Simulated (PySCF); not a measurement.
Static response to an electric field

Compound: PH3.
Geometry (GFN2-xTB, Å), atoms numbered from 1 in this order:
```xyz
4
PH3 angstrom
P     -0.0015    0.0035    0.5704
H     -0.5587    1.0086   -0.2056
H      1.1583   -0.0163   -0.1896
H     -0.5880   -0.9910   -0.1980
```

The species is `P` (PH3).

Level: B3LYP/def2-SVPD (PySCF), static field, nuclei fixed, core orbitals frozen in the response. The polarisability tensor in these axes (au):

```
x   28.41  0.00 -0.01
y    0.00 28.41  0.01
z   -0.01  0.01 29.43
```

Give the principal values, the mean and the anisotropy Δα = √{½[(α1 − α2)² + (α2 − α3)² + (α1 − α3)²]}.

Principal values 28.41, 28.41 and 29.43 au; mean 28.75 au = 4.26 Å³ = 4.74 × 10⁻⁴⁰ C²·m²/J; Δα = 1.01 au (4 % of the mean).

What is the dipole moment, and where does it point?

(0.00, 0.00, -0.62) D, 0.62 D in size, pointing from the negative to the positive side. Measured along this direction, the outermost atoms are P1 at the negative end and H2, H3 and H4 at the positive end.

What depolarisation ratio follows for Rayleigh scattering of linearly polarised light, taking the static tensor?

ρ = 3Δα²/(45ᾱ² + 4Δα²) = 3.1/(37196 + 4.1) = 8.28e-05.

How large is μ²/3kT at 298 K beside α?

In Gaussian units μ²/3kT = 3.15 Å³ against 4.26 Å³, a ratio of 0.74; the Debye molar polarisation (4π/3)N_A(α + μ²/3kT) is 18.7 cm³/mol, leaving out the vibrational part.

In TDDFT the mean static polarisability is Σ f/ω² over all singlet excitations (ω in hartree). How much of it do the 8 lowest give? Their energies (eV) and oscillator strengths: 7.18, 0.1415; 7.51, 0.0729; 7.51, 0.0729; 9.76, 0.0292; 9.76, 0.0292; 9.86, 0.0000; 10.03, 0.0559; 10.13, 0.0933.

They add up to 5.49 au, 19.1 % of the 28.75 au; the largest single term is 2.03 au, from the state at 7.18 eV. Terms in order: 2.03, 0.96, 0.96, 0.23, 0.23, 0.00, 0.41, 0.67 au. Higher excitations give the rest. The strengths listed sum to 0.495.

Geometry: GFN2-xTB; no solvent, vibrations or thermal averaging.
